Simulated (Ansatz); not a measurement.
```yaml
crystal:
  periodic: [false, false, false]
  atoms:
    - {symbol: B, position_ang: [-0.032817, 0.069935, 0.047080]}
    - {symbol: S, position_ang: [0.442150, 0.073096, -1.468193]}
    - {symbol: H, position_ang: [-0.208237, -0.039633, 1.251661]}
basis:
  gaussian: {orbitals: aug-pcseg-2}
magnetization: {spin_polarized: true, initial_magnetization: 1}
hamiltonian: {xc: {name: r2SCAN50}}
output: {forces: true}
```

```sh
$ ansatz run in.yaml --threads 2 --pin off --events-out ev --progress --plain --max-ram 22528MiB --backend cpu
```

Output, abridged:

```
Error: a molecule whose nuclei and cores have a total charge of 22 cannot have a net charge of 0 together with 1 unpaired electrons
```

(1) What is wrong with this run?

Answers

(1) The number of unpaired electrons doesn't fit the electron count. The input was rejected before any iteration.
